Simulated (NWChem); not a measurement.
# r2SCANh/aug-pcseg-1 run of BNH3Cl (SMILES NBCl)

Aim: the electrostatic solvation energy at fixed shape (COSMO, dioxane) of BNH3Cl at r2SCANh/aug-pcseg-1, from 2 runs. 

The results are computed with NWChem 7.3.0.

1 further run of the same task is left out (set aside as unsound or not needed).

## 1. The structure to begin with

BNH3Cl has 6 atoms, charge 0, and is taken as a singlet. As SMILES, `NBCl`. The shape is that of a PBE0-D4/def2-TZVP optimisation.

Bond lengths: N1–B2 1.383 Å, B2–Cl3 1.768 Å, N1–H4 1.005 Å, N1–H5 1.006 Å, B2–H6 1.191 Å. Angles: N1–B2–Cl3 119.7°, N1–B2–H6 121.5°, Cl3–B2–H6 118.8°, B2–N1–H4 122.2°, B2–N1–H5 123.2°, H4–N1–H5 114.7°.

## 2. The charge distribution at r2SCANh/aug-pcseg-1

The input, bclh3n.nw:

```
echo
start bclh3n
memory total 2200 mb
geometry units au noautoz
  N  -0.74757565 -0.01473986 -1.24343979
  B   0.69844278 -0.30027748  0.91406053
  Cl  1.00136587  2.24745128  3.05379742
  H  -0.96716183 -1.41597179 -2.50691068
  H  -1.66031337  1.59587371 -1.67845474
  H   1.75517762 -2.23346731  1.37401987
end
basis spherical bse
  * library aug-pcseg-1
end
dft
  xc hyb_mgga_xc_r2scanh
  mult 1
  grid medium
  print medium
end
property
  electrondensity
  octupole
  mulliken
  esp
  quadrupole
end
task dft property
```

The run is started by

```sh
$ nwchem bclh3n.nw > bclh3n.out
```

Log:

```text
[...]
 Group name             Cs
[...]
          Wavefunction type:  closed shell.
          No. of atoms     :     6
          No. of electrons :    32
[...]
          Charge           :     0
          Spin multiplicity:     1
[...]
          AO basis - number of functions:   100
[...]
              XC Information
              --------------
          Using LibXC version      7.1.2
                     Hartree-Fock (Exact) Exchange  0.100
                               hyb_mgga_xc_r2scanh  1.000
[...]
 d= 0,ls=0.0,diis     1   -541.5360244032 -6.27D+02  9.07D-03  3.32D-01     2.4
[...]
 d= 0,ls=0.0,diis     8   -541.5761641232 -4.60D-09  3.99D-06  1.37D-07    14.8
         Total DFT energy =     -541.576164123195
      One electron energy =     -914.407515844814
           Coulomb energy =      327.721348988712
    Exchange-Corr. energy =      -40.288151031467
 Nuclear repulsion energy =       85.398153764373
[...]
```

Run time: 16 s. Hardware: 1 thread of Intel Xeon Platinum 8275CL at 3.00GHz (Skylake/Cascade Lake), shared host; peak memory 0.11 GiB.

Atomic charges (e):

```csv
atom,Mulliken
N1,-0.728
B2,+1.005
Cl3,-0.679
H4,+0.236
H5,+0.241
H6,-0.075
```

## 3. Energy and one-electron properties at r2SCANh/aug-pcseg-1 (COSMO dioxane)

The input, bclh3n.nw:

```
start bclh3n
memory 2200 mb

geometry units angstrom
zmatrix
  N
  B 1 r2
  Cl 2 r3 1 a3
  H 1 r4 2 a4 3 d4
  H 1 r5 4 a5 2 d5
  H 2 r6 1 a6 4 d6
variables
  r2 1.382693
  r3 1.767892
  a3 119.71538
  r4 1.005162
  a4 122.18092
  d4 179.98562
  r5 1.006328
  a5 114.654
  d5 -179.99702
  r6 1.190998
  a6 121.49681
  d6 -0.00695
end
end

basis spherical bse
N library aug-pcseg-1
B library aug-pcseg-1
Cl library aug-pcseg-1
H library aug-pcseg-1
end

cosmo
dielec 2.2099
end

dft
xc hyb_mgga_xc_r2scanh
mult 1
grid medium
end

property
electrondensity
octupole
mulliken
esp
quadrupole
end

task dft property
```

The run is started by

```sh
$ nwchem bclh3n.nw > bclh3n.out
```

Log:

```text
[...]
 Group name             Cs
[...]
          Wavefunction type:  closed shell.
          No. of atoms     :     6
          No. of electrons :    32
[...]
          Charge           :     0
          Spin multiplicity:     1
[...]
          AO basis - number of functions:   100
[...]
              XC Information
              --------------
          Using LibXC version      7.1.2
                     Hartree-Fock (Exact) Exchange  0.100
                               hyb_mgga_xc_r2scanh  1.000
[...]
 d= 0,ls=0.0,diis     1   -541.5360245064 -6.27D+02  9.07D-03  3.32D-01     2.4
[...]
 d= 0,ls=0.0,diis     6   -541.5798914270 -5.76D-08  2.64D-06  4.01D-08    25.7
         Total DFT energy =     -541.579891427033
      One electron energy =     -914.558320594499
           Coulomb energy =      327.769322353224
    Exchange-Corr. energy =      -40.288474289866
 Nuclear repulsion energy =       85.398174927091
             COSMO energy =        0.099406177017
[...]
```

Wall time 26 s (1 thread of Intel Xeon Platinum 8275CL at 3.00GHz (Skylake/Cascade Lake), shared host); peak memory 0.11 GiB.

Atomic charges (e):

```
atom  Mulliken
  N1    -0.745
  B2    +0.993
 Cl3    -0.692
  H4    +0.256
  H5    +0.263
  H6    -0.076
```

## 4. What came out

Level: r2SCANh/aug-pcseg-1.

| quantity | value |
| --- | --- |
| gas phase: total energy | -541.57616 Eh |
| gas phase: dipole moment | 2.71 D |
| gas phase: HOMO energy | -7.93 eV |
| gas phase: LUMO energy | -0.16 eV |
| gas phase: HOMO–LUMO gap | 7.78 eV |
| COSMO, dioxane: total energy | -541.57989 Eh |
| COSMO, dioxane: dipole moment | 3.09 D |
| COSMO, dioxane: HOMO energy | -7.95 eV |
| COSMO, dioxane: LUMO energy | -0.18 eV |
| COSMO, dioxane: HOMO–LUMO gap | 7.77 eV |
| COSMO, dioxane: solvent term in the energy | -9.8 kJ/mol |
| energy change from gas to solvent at fixed shape | -0.101 eV |

The solvent model (COSMO, dioxane) lowers the energy by 0.10 eV (−9.8 kJ/mol) at the same shape. It holds the electrostatic part alone, without cavity or dispersion terms.
